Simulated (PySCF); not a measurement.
# How the method moves the proton affinities of propylene oxide

Structure: `C[C@@H]1CO1` (C3H6O). Non-hydrogen atoms are numbered in `[CH3:1][C@@H:2]1[CH2:3][O:4]1`. These are map numbers, not IUPAC locants.

All levels share the PBE0-D3(BJ)/def2-SVP structures and the PBE0-D3(BJ)/def2-SVP thermal terms; only the single-point energies (PySCF) change. Values are proton affinities (298 K, kJ/mol).

```
                       level   O4   time
   CAM-B3LYP-D3(BJ)/def2-SVP  796  3.9 s
      ωB97X-D3(BJ)/def2-TZVP  804      –
TPSS-D3(BJ)/cc-pVDZ (grid 3)  813   24 s
  BP86-D3(BJ)/6-31G (grid 4)  814   15 s
```

Times are wall times for all single points of a level on 1 thread of Arm Neoverse V1, a shared host; the dash marks the run that also made the structures. BP86, TPSS ran on a slower path of this set-up, which computes the density-fitting integrals anew in every SCF cycle while the other levels store them. So the times needn't show the usual order of cost, and those levels read slower than they are.

The spread: 19 kJ/mol, from 796 to 814.

Differences come from unrounded values, so a last digit can differ from that of the printed terms.
